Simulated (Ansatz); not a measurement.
## Structure relaxation of SrSc

All numbers below come from DFT PBE, scalar-relativistic, plane waves, PAW in Ansatz 0.2.0. Cutoff 420 eV, Γ-centred k mesh, Gaussian smearing, no spin polarisation in the final step.

The start puts SrSc on the hexagonal BN structure type (P6_3/mmc, No. 194), with Sr in place of B, Sc in place of N, at a guessed volume.

```xyz
4
Lattice="3.9200 0.0000 0.0000 -1.9600 3.3948 0.0000 0.0000 0.0000 10.4281" Properties=species:S:1:pos:R:3 pbc="T T T"
Sr    0.0000    2.2632    2.6070
Sr    1.9600    1.1316    7.8210
Sc    0.0000    2.2632    7.8210
Sc    1.9600    1.1316    2.6070
```

Cell and atoms relax at zero pressure; the relaxation can't lower the symmetry of the start. After a coarse first stage the cell is made exact in the group found at 0.06 Å.

Energies over the elements count from the elements' standard structures at the same level, with no empirical corrections.

Problem. Which crystal results?

Solution. It keeps P6_3/mmc (No. 194), but not the shape of the type it started on. Conventional cell: a = 6.054 Å, c = 6.699 Å. Sr is coordinated by 5 Sc at 3.35–3.50 Å; Sc is coordinated by 5 Sr at 3.35–3.50 Å.

Space group P6_3/mmc (No. 194). a = 6.054 Å, b = 6.054 Å, c = 6.699 Å, α = 90.00°, β = 90.00°, γ = 120.00°
| atom | site | symmetry | x | y | z |
| --- | --- | --- | --- | --- | --- |
| Sr | 2c | -6m2 | 0.3333 | 0.6667 | 0.2500 |
| Sc | 2d | -6m2 | 0.3333 | 0.6667 | 0.7500 |

Problem. What are its volume, energy, density and gap?

Solution. The volume per atom is 53.15 Å³. The density is 2.07 g/cm³, the energy over the elements is 1.35 eV/atom and the gap on the 12×12×8 mesh is 0 eV (a metal).

The final run used a 12×12×8 mesh on its 4-atom cell and 0.10 eV smearing. For metals, differences of a few meV/atom aren't resolved. Symmetry constrained the relaxation, so the result can be a saddle point.

Cost: 4 runs of about 3.7 core-minutes in all, on Arm Neoverse V1 (shared hosts).